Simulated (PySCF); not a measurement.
Calculation: PBE-D3(BJ)/def2-TZVP (PySCF). Gas-phase values, no solvent. 

Reference species (SMILES): `O=[C][N+]#[C-]` (neutral, multiplicity 2).

```
Item                             Result
-----------------------------  --------
dipole moment                    0.66 D
highest occupied spin orbital  -6.07 eV
```

Changed species: `[OH]` (radical fragment; the reference has radical fragment).

Give the shifts of the dipole moment and highest occupied spin orbital.

the dipole moment increases by 1.07 D, to 1.73 D; the highest occupied spin orbital falls by 1.08 eV, to -7.15 eV.
